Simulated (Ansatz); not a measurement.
bcc Na was calculated with r²SCAN (PAW; Ansatz, a first-principles code).

A relaxed, unreconstructed slab of the (211) face has 12 atoms, two equal faces of 21.863 Å² each and an energy of -17862.6690 eV. A bulk cell of 6 atoms with the same orientation and in-plane k mesh has -8931.6876 eV. Energies are extrapolated to zero smearing.

Settings: plane-wave cutoff 500 eV, 10×16×1 k mesh (along the axes of the cell as run), Fermi–Dirac smearing 0.1 eV, scalar-relativistic PAW data made under PBE.

Worked out: γ = (E_slab − N E_bulk per atom)/2A = [-17862.6690 − 12 × (-8931.6876/6)]/(2 × 21.863) = 0.0162 eV/Å². With 16.022 J/m² per eV/Å² this is 0.26 J/m², or 0.35 eV per surface cell and face.
